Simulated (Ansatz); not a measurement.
A made-up structure of MgSiH$_{3}$, doublet:

```
5
angstrom
Mg 0.1731 -0.0535 -0.0309
Si -2.3201 0.7140 0.4121
H 0.6572 0.1787 -1.6650
H 0.4235 -1.7208 0.3093
H 1.3103 0.8065 0.9312
```

It is relaxed with PBE-D4/def2-SVP and then PBE0-D4/def2-TZVP (Ansatz 0.2.0). Atoms count as bonded within 1.22 times the sum of their covalent radii (H–H: 0.88 Å). The end point is not checked to be a true minimum.

Task: Does its bonding change? (A judgement: the text doesn't fix the answer.)

Result: The calculation gives: Yes. Formed: Si2–H3, Si2–H4, Si2–H5; broken: none.

Where it ends: The first stage lowers the energy by 5.65 eV in 13 steps. It ends as MgSiH₃ ([H]1[Mg]23[H][Si]12[H]3):
```
atom    x (Å)    y (Å)    z (Å)
 Mg1   1.4657  -0.4523  -0.2615
 Si2  -0.9640   0.2976   0.1721
  H3  -0.1980   0.3641  -1.1966
  H4  -0.3841  -1.1471   0.3742
  H5   0.3244   0.8627   0.8685
```

Labels in which every atom is bracketed show which atoms are joined, not bond orders.

For scale, one of the runs: PBE0-D4/def2-TZVP relaxation, 87 basis functions, launched by `ansatz run in.yaml --threads 2 --pin off --events-out ev --progress --plain --max-ram 4352MiB`. The run took about 8.5 s on 2 CPU threads of an Intel Xeon 6975P-C (shared host).
